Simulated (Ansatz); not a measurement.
Input for Ansatz (development build ahead of 0.2.0):

```yaml
crystal:
  periodic: [false, false, false]
  atoms:
    - { symbol: "N", position_ang: [0.0, 0.0, 0.5755] }
    - { symbol: O, position_ang: [0.0, 0.0, -0.5755] }
basis:
  gaussian: { orbitals: cc-pVDZ }
magnetization:
  initial_magnetization: 1
hamiltonian:
  xc: hf
correlation:
  method: ccsd_t
  frozen_orbitals: { "N": 1, O: 1 }
```

The input is written out in the form of the current development build from the run's settings. Correlation on restricted open-shell orbitals is semicanonical, with singles.

Results

* Converged: yes
* Reference energy: -129.25361 hartree
* CCSD correlation energy: -0.33286 hartree
* Triples correction: -0.01164 hartree
* Total energy: -129.59811 hartree
* Spin squared of the determinant: 0.750
